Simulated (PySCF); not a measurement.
# C2H7N (Ethylamine): the cost of one run

The runs use PySCF 2.14.0, with density-fitted response routines of our own; the level of theory stands in each step. All values are computed, except where a source is named. Atoms count from 0, in the outputs and in this text.

### Step 1. The starting structure

10 atoms, charge 0, multiplicity 1; geometry from: GFN2-xTB. The atoms were then displaced at random by about 0.01 Å, so the start is not that level's minimum.

Bonds of the start (Å): C0–C1 1.52, C1–N2 1.44, C0–H3 1.09, C0–H4 1.07, C0–H5 1.07, C1–H6 1.10, C1–H7 1.10, N2–H8 1.00, N2–H9 1.03.

### Step 2. Geometry optimisation at PBE0-D3(BJ)/def2-TZVP

What the job is given:

```
{"job": {"xc": "PBE0", "basis": "def2-TZVP", "d3": "d3bj", "grid": 2, "shake": 0.01, "kind": "geom"}, "charge": 0, "multiplicity": 1}
C     -1.037150    -0.173550     0.123940
C      0.241190     0.540930    -0.286430
N      1.433540    -0.200420     0.021460
H     -1.879350     0.469770    -0.151150
H     -1.082150    -0.327940     1.184290
H     -1.154960    -1.103230    -0.388260
H      0.327390     1.510910     0.220820
H      0.262610     0.731750    -1.367840
H      1.436320    -1.094260    -0.416740
H      1.502990    -0.374880     1.038840
```

Started as:

```bash
$ OMP_NUM_THREADS=1 python probes_run.py task.json out
```

One launch serves the whole session: the jobs run in the order shown.

Q: Estimate the wall time and peak memory of this first job on 1 thread of Intel Xeon 6975P-C, shared host.

About 31 s, with a peak of 0.61 GiB.
